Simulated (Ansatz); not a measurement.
## Reading a saddle point

A first-order saddle point of CH5FSi, closed shell, PBE0-D4/def2-TZVP, with one imaginary mode of 1078i cm⁻¹:

Si1  (-0.920, -0.104, -0.216)
C2  (0.819, -0.632, 0.236)
H3  (-1.197, 1.066, -1.413)
F4  (-0.640, 1.800, -0.774)
H5  (-1.563, 0.122, 1.123)
H6  (1.459, -0.757, -0.638)
H7  (0.772, -1.589, 0.768)
H8  (1.271, 0.096, 0.915)
(Å)

Computed with Ansatz 0.2.0 (basis: def2-TZVPP and def2-QZVPP); correlated methods freeze the cores. Extrapolation: Hartree–Fock as exp(−7.88 √X), correlation as X^−2.97.

Which contacts change along the imaginary mode, and what lies on either side? (Judge from chemistry; the calculation decides.)

Computed: The step is CH₄Si ([CH3][SiH]) + HF → CH₅FSi ([CH3][SiH2][F]), with the molecules in contact on both sides. Shortening one way: Si1–H3, Si1–F4; lengthening the same way: H3–F4.
```
  pair  one side (Å)  saddle (Å)  other side (Å)
Si1–H3          2.52        1.70            1.48
Si1–F4          2.33        2.00            1.60
 H3–F4          0.93        1.12            2.49
```

Which side is lower, and how far does the saddle lie above each? (Judge from chemistry; the value comes from the calculation.)

Computed: The side with Si1–H3, Si1–F4 short is lower by 84.46 kcal/mol; the saddle lies 93.69 kcal/mol above it and 9.23 kcal/mol above the other (CCSD(T) at an estimated basis limit (MP2 extrapolated from triple and quadruple zeta, plus CCSD(T) − MP2 in triple zeta); electronic energies).

T1 diagnostic: at most 0.015. The restricted Hartree–Fock reference is unstable towards an unrestricted one at one or more of these structures.

Losses and insertions of silylenes and their heavier kin drive the gas-phase chemistry of silicon and germanium vapour deposition.

Labels in which every atom is bracketed show which atoms are joined, not bond orders.

For scale, one of the runs: CCSD(T)/def2-TZVPP, 174 basis functions, launched by `ansatz run in.yaml --threads 2 --pin off --events-out ev --progress --plain --max-ram 4352MiB`. The run took 34 s on 2 CPU threads of an Arm Neoverse V1 (shared host), with 1.5 GiB of host memory at its peak.
